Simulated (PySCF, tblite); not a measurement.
Complex of Li+ and 2 × hydrogen sulfide

A gas-phase complex of Li+ and 2 × hydrogen sulfide; charge +1, singlet. The structure comes from a short search (6 tight-binding starts) and was relaxed by PBE0-D3(BJ)/def2-SVPD; another way of binding may lie lower. Frequencies by PBE0-D3(BJ)/def2-SVPD show no clear imaginary mode.

| part | name | SMILES | atoms | charge | multiplicity |
| --- | --- | --- | --- | --- | --- |
| 1 | Li+ | [Li+] | 1 | +1 | 1 |
| 2 | hydrogen sulfide | S | 2–4 | 0 | 1 |
| 3 | hydrogen sulfide | S | 5–7 | 0 | 1 |

Coordinates in Å:
```
Li1     1.725    0.291    0.384
S2      0.998    1.969   -1.237
H3      1.381    1.374   -2.393
H4      2.062    2.808   -1.225
S5      2.484   -1.347    2.034
H6      1.309   -1.660    2.631
H7      2.866   -0.524    3.040
```

Contacts between parts, classed by geometry: Li1···S2 2.444 Å (ion contact); Li1···S5 2.446 Å (ion contact).

Interaction energies are complex less parts, with the parts frozen as they stand in it; counterpoise-corrected, in kcal/mol (PySCF).

Question: How strongly do the parts interact, level by level?

Answer: 
```csv
level,interaction,superposition error removed
wB97M-D3(BJ)/def2-TZVPD,-44.72,-0.19
PBE0-D3(BJ)/def2-TZVPD,-46.30,-0.16
```

Question: What holds them together? Decompose the wB97M-D3(BJ)/def2-TZVPD energy: frozen parts, their antisymmetrised product, then relaxation.

Answer: electrostatic -31.3, Pauli repulsion +16.4, orbital relaxation -28.4, dispersion correction -1.6 kcal/mol, which sum to the value before the counterpoise correction; the Pauli term holds the exchange-correlation of the frozen density too. Of the attraction, 51 % is electrostatic, 46 % is orbital relaxation, 3 % is dispersion correction.

Question: Are the pair energies additive?

Answer: The pairs sum to -48.12 kcal/mol (1–2 -24.1, 1–3 -24.1, 2–3 0.2); the rest of +3.40 is a many-body weakening.

The parts were also relaxed and run alone, at the levels used for the complex: shieldings by PBE0/pcSseg-2; core levels by delta-SCF with SCAN, pcX-2 on the ionised atom and pcseg-1 elsewhere, spin-free X2C (2p3/2 is the spin-free 2p value less a third of a first-order spin-orbit splitting).

Values alone: shielding of Li1 (ppm): 95.2; shielding of S2 (ppm): 704.4; shielding of S5 (ppm): 704.4; S2 2p3/2 core level (eV): 170.38.

Question: What does binding change?

Answer: 
| property | alone | in the complex | change |
| --- | --- | --- | --- |
| shielding of Li1 (ppm) | 95.2 | 89.4 | -5.8 |
| shielding of S2 (ppm) | 704.4 | 712.5 | +8.1 |
| shielding of S5 (ppm) | 704.4 | 712.6 | +8.1 |
| S2 2p3/2 core level (eV) | 170.38 | 175.59 | +5.22 |

Question: What are the binding energy from relaxed parts (wB97M-D3(BJ)/def2-TZVPD), and ΔH and ΔG of association at 298.15 K and 1 atm?

Answer: -44.52 kcal/mol, -41.15 with zero-point energy; ΔH -42.2 and ΔG -27.6 kcal/mol, from harmonic vibrations by PBE0-D3(BJ)/def2-SVPD with low modes damped.
